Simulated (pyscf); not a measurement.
Structures and frequencies: ωB97X-D3(BJ)/def2-SVP in PySCF.

SMILES: OP([SiH3])[SiH3]
```xyz
11

O      1.0665     0.7101    -0.2803
P      0.2189    -0.7670    -0.2108
Si    -0.1838    -0.7523     2.0016
Si    -1.7862     0.0313    -0.8435
H      1.8802     0.5751    -0.7809
H      1.0915    -1.0204     2.7239
H     -1.1649    -1.8381     2.2976
H     -0.7369     0.5579     2.4491
H     -2.1633     1.2468    -0.0670
H     -2.8001    -1.0414    -0.6189
H     -1.7310     0.3713    -2.2931
```

Task: What is the homolytic dissociation enthalpy (298 K, ωB97M-D3(BJ)/def2-TZVP) of the O–P bond of `[OH][P]([SiH3])[SiH3]`, to OH• + H₃Si–P•–SiH₃?

Result: O–P to OH• + H₃Si–P•–SiH₃: 350.3 kJ/mol. The 7 functionals that were run give +331.0 (r²SCAN) to +352.8 kJ/mol (PBE). HO–P(SiH₃)–SiH₃ lies 200.9 kJ/mol over its isomer H₃Si–O–SiH₂–PH₂, and others may lie lower still (electronic energy, ωB97M-D3(BJ)). Other isomers of H₃Si–P•–SiH₃ were not searched in full and may lie lower. Left out: the spin-orbit lowering of OH.
